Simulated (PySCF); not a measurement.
## Reproducing measurements on nitrosomethane

**What was measured.**

From NIST CCCBDB Release 22 (SRD 101), experimental dipoles, for the gas: dipole moment (microwave Stark effect, vibrational ground state) 2.32 D.

The runs below try to reproduce these values; the comparison stands at the end.

Nitrosomethane, CH3NO.
Numbering: `[CH3:1][N:2]=[O:3]` (hydrogens: H4, H5, H6 on C1)

Geometry (PBE0/6-31+G*, Å), atoms numbered from 1 in this order:
```
atom  x, y, z in Å
C1    -0.419   -0.023   -0.085
N2     0.915   -0.487    0.324
O3     1.758    0.369    0.285
H4    -1.094   -0.219    0.756
H5    -0.736   -0.666   -0.914
H6    -0.415    1.035   -0.367
```

The PySCF runs (gas phase, on this PBE0/6-31+G* geometry; no spin–orbit coupling):

```json
{"level": "PBE0/6-31+G*, grid level 1", "job": "geometry optimisation from a GFN2-xTB start", "basis functions": "60", "wall time": "5.4 s"}
```

Hardware: Intel Xeon Platinum 8488C, one thread, no GPU (shared host).

All basis functions are spherical.

Results beside the measurements:

**Dipole moment.** Measured: 2.32 D (NIST CCCBDB Release 22 (SRD 101), experimental dipoles).

```tsv
level	computed (D)	computed − measured (D)	% (from the printed values)
PBE0/6-31+G*	2.58	+0.26	+11
```

The computed dipoles belong to one fixed geometry; measured ones are averaged over vibrations unless marked μe. Magnitudes are compared, not signs.

No measured geometry was used, and the causes of the misses weren't examined.
